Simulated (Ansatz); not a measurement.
**C4H2: vertical ionisation energy**

The task here is to estimate one member of a computed series from the others.

Method: unrestricted cation, the program's frozen cores in correlated methods; program: Ansatz 0.2.0, Gaussian basis.

Plan: UKS PBE-D4/def2-TZVPP; UKS r2SCAN-D4/def2-TZVPP; UKS PBE0-D4/def2-TZVPP; UKS B3LYP-D4/def2-TZVPP; UKS wB97X-V/def2-TZVPP; UKS wB97M-V/def2-TZVPP; UKS B2PLYP/def2-TZVPP; UHF-CCSD(T)/def2-TZVPP; UHF-MP2/def2-QZVPP; extrapolation to the limit; then −ε(HOMO) from the neutral's earlier runs with LDA (SPW92), PBE-D4, revPBE-D4, BLYP-D4, r2SCAN-D4, B97M-V, PBE0-D4, B3LYP-D4, r2SCANh-D4, r2SCAN0-D4, HSE06-D4, BHLYP-D4, CAM-B3LYP-D4, LC-ωPBE, ωB97X-V, ωB97M-V.

## The geometry

The geometry comes from an earlier relaxation with PBE0-D4 in a triple-zeta def2 set; it is a stationary point.

SMILES `C#CC#C`, 6 atoms, charge 0, spin multiplicity 1.

Atoms are counted from 1 here; the program's logs count them from 0.

Bond lengths: C1–C2 1.205 Å, C1–H5 1.064 Å, C2–C3 1.364 Å, C3–C4 1.205 Å, C4–H6 1.064 Å. Angles: C2–C1–H5 180.0°, C1–C2–C3 180.0°, C2–C3–C4 180.0°, C3–C4–H6 180.0°.

The first run:

File in.yaml:

```yaml
crystal:
  periodic: [false, false, false]
  atoms:
    - {symbol: C, position_ang: [1.425955, -1.113221, 0.566784]}
    - {symbol: C, position_ang: [0.519943, -0.409271, 0.199984]}
    - {symbol: C, position_ang: [-0.505973, 0.387875, -0.215363]}
    - {symbol: C, position_ang: [-1.411958, 1.091854, -0.582176]}
    - {symbol: H, position_ang: [2.226562, -1.735245, 0.890864]}
    - {symbol: H, position_ang: [-2.212528, 1.713906, -0.906293]}
basis:
  gaussian: {orbitals: def2-TZVPP}
total_charge: 1
magnetization: {spin_polarized: true, initial_magnetization: 1}
hamiltonian: {xc: pbe, dispersion: d4}
```

On the command line:

```sh
$ ansatz run in.yaml --threads 4 --pin off --events-out ev --progress --plain --max-ram 10444MiB
```

Steps of the session up to this table: Cation, UKS PBE-D4/def2-TZVPP; Cation, UKS r2SCAN-D4/def2-TZVPP; Cation, UKS PBE0-D4/def2-TZVPP; Cation, UKS B3LYP-D4/def2-TZVPP; Cation, UKS wB97X-V/def2-TZVPP; Cation, UKS wB97M-V/def2-TZVPP; Cation, UKS B2PLYP (frozen core)/def2-TZVPP; Cation, UHF-CCSD(T)/def2-TZVPP; Cation, UHF-MP2/def2-QZVPP.

One table of the session follows, with a row left open; its other results are not shown here.

Orbital estimates, from the neutral's runs:

```
  functional  −ε(HOMO) (eV)
 LDA (SPW92)           6.79
      PBE-D4           6.59
   revPBE-D4           6.53
     BLYP-D4              ?
   r2SCAN-D4           6.78
      B97M-V           6.73
     PBE0-D4           7.69
    B3LYP-D4           7.46
  r2SCANh-D4           7.19
  r2SCAN0-D4           7.82
    HSE06-D4           7.30
    BHLYP-D4           8.63
CAM-B3LYP-D4           8.96
     LC-ωPBE          10.33
     ωB97X-V           9.91
     ωB97M-V           9.80
```

Estimate the missing values for BLYP-D4.

Worked estimate for «−ε(HOMO) (eV)». Against the share of exact exchange, B3LYP-D4 (0.2, 7.46), BHLYP-D4 (0.5, 8.63) give a slope of 3.90 per unit share; at 0 the line stands at 6.68.

**Answer.** −ε(HOMO) (eV): 6.42. In «−ε(HOMO) (eV)» the line misses by +0.26.
